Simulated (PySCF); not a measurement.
C5H12N (doublet state).
Numbering: `[CH3:1][CH2:2][N:3][CH:4]([CH3:5])[CH3:6]` (hydrogens: H7, H8, H9 on C1; H10, H11 on C2; H12 on C4; H13, H14, H15 on C5; H16, H17, H18 on C6)

Structure used (GFN2-xTB), in Å, numbered top down from 1:
```
atom  x, y, z in Å
C1     2.6966    0.4486    0.3641
C2     1.4887   -0.2281   -0.2739
N3     0.2976    0.1588    0.3556
C4    -0.9141   -0.1100   -0.3136
C5    -1.6378   -1.2585    0.4171
C6    -1.7901    1.1501   -0.2619
H7     3.6187    0.0778   -0.0771
H8     2.7059    0.2522    1.4322
H9     2.6390    1.5234    0.2151
H10    1.6013   -1.3253   -0.1702
H11    1.4651   -0.0415   -1.3656
H12   -0.7643   -0.4075   -1.3705
H13   -1.0451   -2.1689    0.3619
H14   -2.6061   -1.4359   -0.0440
H15   -1.7757   -0.9933    1.4614
H16   -2.7634    0.9483   -0.7019
H17   -1.9144    1.4604    0.7713
H18   -1.3105    1.9558   -0.8118
```

The hyperfine couplings belong to this conformer and change with its torsions.

The calculation used UKS B3LYP, pcH-1 on C H N, non-relativistic, mean-field spin-orbit, GIAO in PySCF 2.14.0. The structure is a single GFN2-xTB conformer in the gas phase; no vibrational or solvent corrections. A GFN2-xTB geometry isn't a minimum of the functional, and hyperfine couplings can be far from their values at a DFT geometry. The SCF solution wasn't tested for stability.

Principal values of hyperfine tensors in MHz (contact and dipolar terms together), for some of the nuclei:

```
atom  isotope      A1      A2      A3
 H11       1H   75.10   76.19   90.51
  C5      13C   54.99   55.14   73.59
  C6      13C   35.97   36.22   48.99
  C2      13C  -38.21  -35.26  -30.01
  N3      14N   -7.95   -7.62  117.90
  C4      13C  -33.50  -29.76  -25.91
 H14       1H   14.71   17.02   24.21
 H16       1H    8.46    9.98   16.32
```

(1) Give the isotropic coupling of each nucleus in MHz and in mT (g = 2.0043), and the anisotropic part.

(2) What spin density at the nucleus of C4 lies behind its contact coupling (g_N = 1.40482)?

(3) H10 (1H, g_N = 5.58569) isn't in the table. Its spin density at the nucleus is 0.04156 bohr⁻³. What is its contact coupling?

(4) Which nucleus of the table has the largest anisotropic coupling, and what is its form?

(5) In a single crystal, with the field along each principal axis of the tensor of C5 in turn, what first-order splitting does this nucleus give (isotropic g, quadrupole terms neglected)?

Results:

(1) a_iso = (A1 + A2 + A3)/3, Ti = Ai − a_iso; 1 mT corresponds to 28.053 MHz.

| atom | a_iso (MHz) | a_iso (mT) | T1 | T2 | T3 |
| --- | --- | --- | --- | --- | --- |
| H11 | 80.60 | 2.873 | -5.50 | -4.41 | 9.91 |
| C5 | 61.24 | 2.183 | -6.25 | -6.10 | 12.35 |
| C6 | 40.39 | 1.440 | -4.43 | -4.17 | 8.60 |
| C2 | -34.49 | -1.229 | -3.72 | -0.76 | 4.48 |
| N3 | 34.11 | 1.216 | -42.06 | -41.73 | 83.79 |
| C4 | -29.72 | -1.060 | -3.77 | -0.04 | 3.81 |
| H14 | 18.65 | 0.665 | -3.94 | -1.62 | 5.56 |
| H16 | 11.58 | 0.413 | -3.13 | -1.61 | 4.73 |

(2) a_FC = 800.24 MHz bohr³ × g_N × ρ(0)/(2S). With a_FC = -29.72 MHz and 2S = 1, ρ(0) = -0.02644 bohr⁻³.

(3) By the same relation, a_FC = 185.8 MHz. Its full tensor has the principal values 179.11, 182.48, 195.77 MHz.

(4) N3: -42.1, -41.7, 83.8 MHz, axial, in the ratio −1:−1:+2, the form that spin in one p orbital centred on that nucleus gives.

(5) 2 lines (I = 1/2), spaced by |A_i|/(g × 13.996): 1.96, 1.97, 2.62 mT along the axes of A1, A2 and A3.
